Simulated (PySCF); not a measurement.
Molecule: `InChI=1S/C4H4FN/c5-4-2-1-3-6-4/h1-3,6H`.

Bonds (- single, = double, # triple, : aromatic): F1-C2 1.321 Å, C2:C3 1.370 Å, C3:C4 1.428 Å, C4:C5 1.375 Å, C5:N6 1.376 Å, N6:C2 1.358 Å. C3 carries H7; C4 carries H8; C5 carries H9; N6 carries H10.

Geometry PBE0-D3(BJ)/def2-SVP throughout; GIAO in PySCF, gas phase, one conformer, non-relativistic; equivalent atoms averaged; basis pcSseg-2.

Q: How do the absolute shieldings σ depend on the functional? (a selection of nuclei; ppm; last column core-seconds on shared hosts with different chips, so compare them loosely)

A: 
```
functional                    kind     F1    C4    C5     C3     N6    H10     H9     H8     H7  core-s
        HF            Hartree–Fock  359.7  75.1  76.0  102.6  123.5  24.27  25.25  25.30  25.98      13
       LDA                     LDA  312.1  61.7  66.7   84.9   98.0  23.42  24.60  24.51  25.07      28
       PBE                     GGA  310.1  65.7  70.2   88.8  101.3  23.91  25.04  24.99  25.57      48
      BLYP                     GGA  311.2  60.9  65.4   84.4   97.1  24.14  25.25  25.23  25.79      33
      BP86                     GGA  311.7  65.6  70.0   88.6  101.3  24.00  25.11  25.06  25.64      33
      OPBE                     GGA  311.5  75.1  79.1   97.1  110.6  23.91  25.02  25.00  25.60      35
       KT2                     GGA  313.1  76.1  79.1   98.9  109.4  23.89  25.05  25.06  25.63     100
       KT3                     GGA  313.2  76.2  79.2   98.7  110.7  24.08  25.22  25.25  25.82     120
     B97-D                     GGA  315.8  68.5  72.5   91.1  104.8  24.16  25.27  25.26  25.83      92
     B3LYP           global hybrid  323.5  63.0  66.8   86.9  101.3  24.06  25.18  25.16  25.72      59
      PBE0           global hybrid  325.1  68.2  71.8   91.9  106.4  23.87  25.00  24.96  25.55      65
  mPW1PW91           global hybrid  325.3  67.3  70.9   90.9  105.6  23.94  25.06  25.03  25.61      78
      WP04           global hybrid  323.6  55.1  58.2   77.4   95.3  24.35  25.54  25.56  26.06      19
     B97-2           global hybrid  325.4  70.0  73.4   93.3  108.0  24.03  25.15  25.13  25.71      18
 BHandHLYP           global hybrid  339.2  66.6  69.3   91.5  108.4  24.03  25.14  25.13  25.72      18
 CAM-B3LYP  range-separated hybrid  331.3  63.3  66.7   88.0  104.7  23.96  25.05  25.02  25.60      24
   wB97X-D  range-separated hybrid  329.2  66.7  69.8   90.8  106.3  24.01  25.08  25.04  25.65      24
   LC-wPBE  range-separated hybrid  334.6  66.2  69.1   91.0  110.6  23.99  24.98  24.93  25.56      34
```

Q: Which nucleus among those listed moves most, in ppm?

A: F1 (aryl fluorine): from 310.1 ppm with PBE to 359.7 ppm with HF. The smallest spread is 0.93 ppm, at H10. Proton shifts span only some 12 ppm, so a few tenths of a ppm matter as much there as several ppm in carbon.
